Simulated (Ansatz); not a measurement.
Input for Ansatz (development build ahead of 0.2.0):

```yaml
crystal:
  periodic: [false, false, false]
  atoms:
    - { symbol: C, position_ang: [0.0, -0.41782, -0.10968] }
    - { symbol: C, position_ang: [0.0, -0.42989, 1.11744] }
    - { symbol: C, position_ang: [0.0, 0.70754, -0.89704] }
    - { symbol: H, position_ang: [0.0, -1.30146, -0.59921] }
    - { symbol: H, position_ang: [0.0, -1.29235, 1.63489] }
    - { symbol: H, position_ang: [0.0, 0.42427, 1.65213] }
    - { symbol: H, position_ang: [0.0, 1.55393, -0.34205] }
    - { symbol: H, position_ang: [0.81229, 0.7283, -1.50503] }
    - { symbol: H, position_ang: [-0.81229, 0.7283, -1.50503] }
basis:
  gaussian: { orbitals: cc-pVTZ }
hamiltonian:
  xc: hf
```

The input is written out in the form of the current development build from the run's settings.

Output:

```json
{"Converged": "yes", "Total energy": "-117.06980 hartree", "Spin squared of the determinant": "0.000"}
```

Caution: no unrestricted run beside it, a lower state can exist.
